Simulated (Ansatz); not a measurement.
# CH₃ClSi (SMILES C=[SiH]Cl): single points off equilibrium

An exercise on one series of results from a longer session: the logs are not shown, and one member is left open.

Program: Ansatz 0.2.0, Gaussian basis. Level of theory: single points in def2-TZVPP. These are calculated values, not measurements.

Cores are frozen in the correlated methods.

### Where the work starts

SMILES `C=[SiH]Cl`, 6 atoms, charge 0, spin multiplicity 1.

Atoms are counted from 1 here; the program's logs count them from 0.

Bond lengths: C1–Si2 1.591 Å, C1–H4 1.093 Å, C1–H5 1.263 Å, Si2–Cl3 1.878 Å, Si2–H6 1.604 Å. Angles: Si2–C1–H4 131.5°, Si2–C1–H5 124.2°, H4–C1–H5 104.3°, C1–Si2–Cl3 120.0°, C1–Si2–H6 139.0°, Cl3–Si2–H6 101.0°.

Geometry (Å):

| atom | x (Å) | y (Å) | z (Å) |
| --- | --- | --- | --- |
| C1 | -0.7243 | 0.1645 | -0.4620 |
| Si2 | 0.4209 | -0.1134 | 0.6075 |
| Cl3 | 1.1492 | -1.8357 | 0.7785 |
| H4 | -1.2219 | -0.4942 | -1.1788 |
| H5 | -1.2939 | 1.2814 | -0.6177 |
| H6 | 1.3014 | 0.6973 | 1.6759 |

The first run:

File run/in.yaml:

```yaml
crystal:
  periodic: [false, false, false]
  atoms:
    - {symbol: C, position_ang: [-0.724300, 0.164500, -0.462000]}
    - {symbol: Si, position_ang: [0.420900, -0.113400, 0.607500]}
    - {symbol: Cl, position_ang: [1.149200, -1.835700, 0.778500]}
    - {symbol: H, position_ang: [-1.221900, -0.494200, -1.178800]}
    - {symbol: H, position_ang: [-1.293900, 1.281400, -0.617700]}
    - {symbol: H, position_ang: [1.301400, 0.697300, 1.675900]}
basis:
  gaussian: {orbitals: def2-TZVPP}
correlation: {method: ccsd_t}
output: {forces: true}
```

No record of the launch command was kept for these runs.

Steps of the session up to this table: CCSD(T)/def2-TZVPP; PBE0-D4/def2-TZVPP; wB97M-V/def2-TZVPP; r2SCAN-D4/def2-TZVPP; PBE-D4/def2-TZVPP; wB97X-V/def2-TZVPP; revPBE-D4/def2-TZVPP.

One of the session's tables, all rows but one given; the rest of the session is left out.

```
   method  RMS force component (eV/Å)  angle to CCSD(T) forces (°)  dipole (D)
  CCSD(T)                       2.888                    reference        0.60
  PBE0-D4                       2.751                          2.0        0.62
  wB97M-V                           ?                            ?           ?
r2SCAN-D4                       2.760                          1.4        0.54
   PBE-D4                       2.766                          2.0        0.50
  wB97X-V                       2.764                          2.6        0.72
revPBE-D4                       2.814                          2.3        0.48
```

Estimate the missing values for wB97M-V.

**Answer.** RMS force component (eV/Å): 2.754; angle to CCSD(T) forces (°): 2.9; dipole (D): 0.67. In the column «RMS force component (eV/Å)» it lies between PBE0-D4 (2.751) and r2SCAN-D4 (2.760).
